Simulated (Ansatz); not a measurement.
Born–Oppenheimer molecular dynamics of AlClH2 (4 atoms, charge 0, multiplicity 1). It starts from a relaxed structure.

These are results of RKS B3LYP-D4/cc-pVDZ (Ansatz 0.2.0), not measurements.

```json
{
 "ensemble": "NVE (velocity Verlet)",
 "time step": "0.5 fs",
 "steps asked": "100",
 "starting velocities drawn for": "2000 K",
 "masses": "H 2.014 u",
 "seed": "56814"
}
```

First frame:

```xyz
4
Properties=species:S:1:pos:R:3
Al 0.009 0.000 0.005
H -0.076 0.000 1.581
H 1.331 0.000 -0.856
Cl -1.845 0.000 -1.065
```

Q: What does the run give?

A: The run went to its last step.

```json
{
 "steps done": "100",
 "time covered": "50 fs",
 "mean temperature over the second half": "1337 K",
 "spread of the potential energy over the second half": "23.8 meV per atom",
 "mean potential energy of the second half above the start": "42.9 meV per atom"
}
```

The conserved energy stayed within 0.085 meV per atom of its start (net change 0.05 meV per atom), so the integration is sound. A run of 0.05 ps of so small a system gives no equilibrium averages.

Q: What happens to the structure?

A: The same pairs are bonded in the first frame and the last. Pairs count as bonded within 1.25 times the sum of covalent radii (0.12 Å more for H–H). The details hang on the random start.

Q: How do temperature and energy run in time?

A: 
| time (fs) | T (K) | potential energy less start (eV) | conserved less start (meV/atom) |
| --- | --- | --- | --- |
| 0.0 | 2000 | 0.000 | 0.00 |
| 1.5 | 1955 | 0.012 | 0.00 |
| 3.0 | 1824 | 0.045 | 0.01 |
| 4.5 | 1627 | 0.096 | 0.02 |
| 6.0 | 1396 | 0.156 | 0.03 |
| 7.5 | 1161 | 0.217 | 0.05 |
| 9.0 | 950 | 0.272 | 0.05 |
| 10.5 | 772 | 0.318 | 0.05 |
| 12.0 | 623 | 0.356 | 0.04 |
| 13.5 | 489 | 0.391 | 0.04 |
| 15.0 | 356 | 0.425 | 0.03 |
| 16.5 | 224 | 0.459 | 0.04 |
| 18.0 | 112 | 0.488 | 0.06 |
| 19.5 | 64 | 0.501 | 0.08 |
| 21.0 | 114 | 0.488 | 0.08 |
| 22.5 | 270 | 0.448 | 0.07 |
| 24.0 | 498 | 0.388 | 0.04 |
| 25.5 | 746 | 0.324 | 0.02 |
| 27.0 | 965 | 0.268 | 0.01 |
| 28.5 | 1134 | 0.224 | 0.01 |
| 30.0 | 1258 | 0.192 | 0.02 |
| 31.5 | 1357 | 0.166 | 0.03 |
| 33.0 | 1452 | 0.142 | 0.04 |
| 34.5 | 1556 | 0.115 | 0.04 |
| 36.0 | 1665 | 0.087 | 0.03 |
| 37.5 | 1763 | 0.061 | 0.02 |
| 39.0 | 1821 | 0.046 | 0.00 |
| 40.5 | 1812 | 0.049 | 0.00 |
| 42.0 | 1720 | 0.072 | 0.00 |
| 43.5 | 1551 | 0.116 | 0.02 |
| 45.0 | 1330 | 0.173 | 0.03 |
| 46.5 | 1091 | 0.235 | 0.05 |
| 48.0 | 863 | 0.294 | 0.05 |
| 49.5 | 656 | 0.348 | 0.05 |

The run took 54 s on 1 thread of Intel(R) Xeon(R) 6975P-C (Granite Rapids) (shared host), peak memory 0.1 GiB.
